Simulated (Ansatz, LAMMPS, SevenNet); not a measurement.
# How well does each level of theory give the elastic constant C12 of rock-salt MgO?

Reference value: 95 GPa (measured, temperature not stated, no zero-point or thermal correction; as tabulated in Råsander and Moram (2015), arXiv:1505.02379).

Task: What do ionic model bush1994, SevenNet-l3i5, LDA, PBE, PBEsol, PBE-D3(BJ), r²SCAN, HSE06, PBE0 give, and how far is each from the reference?

Result: 
| level (code) | value (GPa) | cell (Å³/atom) | difference (%) |
|---|---|---|---|
| ionic model bush1994 (shell model, LAMMPS) | 203 | 9.30 | +114 |
| SevenNet-l3i5 | 81.6 | 9.63 | -14.1 |
| LDA (Ansatz) | 95.7 | 9.00 | +0.7 |
| PBE (Ansatz) | 90.0 | 9.62 | -5.3 |
| PBEsol (Ansatz) | 89.8 | 9.36 | -5.5 |
| PBE-D3(BJ) (Ansatz) | 87.9 | 9.31 | -7.5 |
| r²SCAN (Ansatz) | 94.6 | 9.29 | -0.4 |
| HSE06 (Ansatz) | 97.7 | 9.27 | +2.8 |
| PBE0 (Ansatz) | 97.4 | 9.28 | +2.5 |

The reference's temperature isn't stated, so close values are not ranked against it. Off by more than 25 %, or 35 % on the side where a correction would as a rule narrow the miss (bounds picked here): ionic model bush1994 (+114 %).

The measured value isn't corrected to a static lattice, so vibrations enter the comparison.  PBE-D3(BJ): the dispersion coefficients are held fixed in the derivatives. Each level is taken at its own relaxed cell. Cutoffs differ between the levels. Ansatz's density-functional and Hartree–Fock values are scalar-relativistic unless marked +SOC, with PAW data made under PBE.

Empirical potentials (ionic model bush1994) are fitted to chosen data: where that held the value shown, agreement is built in, and what lay outside the fit can be far off. Machine-learned potentials (SevenNet-l3i5) are trained on DFT data: a solid inside that data is no test of them.

Differences are worked out from the printed values.

Ansatz is a program for electronic structure.
